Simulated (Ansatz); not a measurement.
Input for Ansatz (a program for electronic structure): R-CCSDT(Q)/cc-pVDZ on H2O (SMILES O).

Ansatz 0.2 input:
```yaml
crystal:
  periodic: [false, false, false]
  atoms:
    - {symbol: O, position_ang: [0.00000000, 0.00000000, -0.06555155]}
    - {symbol: H, position_ang: [0.00000000, -0.75670946, 0.52017534]}
    - {symbol: H, position_ang: [0.00000000, 0.75670946, 0.52017534]}
basis:
  gaussian:
    orbitals: cc-pVDZ
magnetization: {spin_polarized: false}
correlation: {method: ccsdt_q, electrons: outside_noble_gas}
scf: {lower_state_search: off}
```

Output:

```
WARN ansatz: RAYON_NUM_THREADS=1 ignored (pool sized by the plan → 1); use --threads N
Functional definition: HF
these checks for a lower state are left out or cut short: stability, starts, cluster_reference, orbital_swaps, neighbouring_geometries, increment
integrals: 0.00 GiB planned
387 factors; integrals over basis functions are off by at most 1.2e-7 eV
mean field: 0.04 GiB planned
mean field evaluation 1: about -2067.2076 eV, gradient 3.0e1 eV
mean field evaluation 2: about -2067.2079 eV, gradient 3.0e1 eV
mean field evaluation 4: about -2068.7878 eV, gradient 1.4e0 eV
mean field evaluation 8: about -2068.7949 eV, gradient 1.5e-5 eV
mean field -2068.79494051 eV, -76.0268117842 hartree, gradient 2.5e-6 eV, S^2 0.000000; 0 other end points of the search recorded, 0 dependent functions left out
1 core orbitals not correlated
reference -2068.79494051 eV, -76.0268117842 hartree; 4, 4 occupied and 19, 19 virtual orbitals, 387 factors
second order -5.48584791 eV of doubles, -0.00000000 eV of singles
coupled cluster: 0.06 GiB planned
cycle   1  -5.62732660 eV  change   -1.4e-1 eV  update   3.9e-2
cycle   2  -5.79888339 eV  change   -1.7e-1 eV  update   1.3e-2
cycle   3  -5.83783041 eV  change   -3.9e-2 eV  update   5.4e-3
cycle   4  -5.83286680 eV  change    5.0e-3 eV  update   1.1e-3
cycle   5  -5.83292704 eV  change   -6.0e-5 eV  update   4.8e-4
cycle   6  -5.83312333 eV  change   -2.0e-4 eV  update   1.4e-4
cycle   7  -5.83310155 eV  change    2.2e-5 eV  update   5.6e-5
cycle   8  -5.83308309 eV  change    1.8e-5 eV  update   1.5e-5
cycle   9  -5.83308337 eV  change   -2.8e-7 eV  update   3.6e-6
cycle  10  -5.83308155 eV  change    1.8e-6 eV  update   1.2e-6
cycle  11  -5.83308216 eV  change   -6.0e-7 eV  update   4.2e-7
perturbative correction -0.01315171 eV, -0.0004833165 hartree
Total energy: -2074.64117438 eV, -76.2416569163 hartree
Checks for a lower state left out: stability, starts, cluster_reference, orbital_swaps, neighbouring_geometries, increment
```

Self-consistency was reached.

Cost: about 1.4 core-seconds (a rough figure).
